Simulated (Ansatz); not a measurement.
## SiNH5 (SMILES [SiH3]N): the energy to break a bond

SiNH5 has 7 atoms, charge 0, and is taken as a singlet. SMILES: `[SiH3]N`. Geometry: optimised at PBE0/def2-SVP.

```xyz
7

Si   -0.4135   -0.2935   -0.4221
N     0.6151    0.3445    0.8179
H    -0.0216   -1.7153   -0.6606
H    -1.8240   -0.2194    0.0648
H    -0.3718    0.4027   -1.7540
H     0.3964    1.2483    1.2230
H     1.6194    0.2327    0.7310
```

Wanted: the dissociation energy of the H6–N2 bond into doublet H and doublet SiNH4 (shapes relaxed at PBE0/def2-SVP, no zero-point term). 1 Eh = 2625.50 kJ/mol = 27.2114 eV. Totals in Eh; open shells run unrestricted unless said.

| level | program | SiNH5 | doublet H | doublet SiNH4 |
| --- | --- | --- | --- | --- |
| r2SCAN/def2-TZVPP | Ansatz | -347.239289 | -0.499927 | -346.560238 |
| B3LYP/def2-TZVPP | Ansatz | -347.330930 | -0.502154 | -346.646559 |
| PBE0-D4/def2-TZVPP | Ansatz | -347.111330 | -0.501036 | -346.428782 |

Problem. Work out the dissociation energy at each level.

Solution. 
1. r2SCAN/def2-TZVPP: (-0.499927) + (-346.560238) − (-347.239289) = 0.179124 Eh = 470.3 kJ/mol = 4.87 eV.
2. B3LYP/def2-TZVPP: (-0.502154) + (-346.646559) − (-347.330930) = 0.182217 Eh = 478.4 kJ/mol = 4.96 eV.
3. PBE0-D4/def2-TZVPP: (-0.501036) + (-346.428782) − (-347.111330) = 0.181512 Eh = 476.6 kJ/mol = 4.94 eV.

The levels span 470 to 478 kJ/mol; no measured value is set beside them. A bond enthalpy at 298 K also holds the loss of zero-point energy and thermal terms.
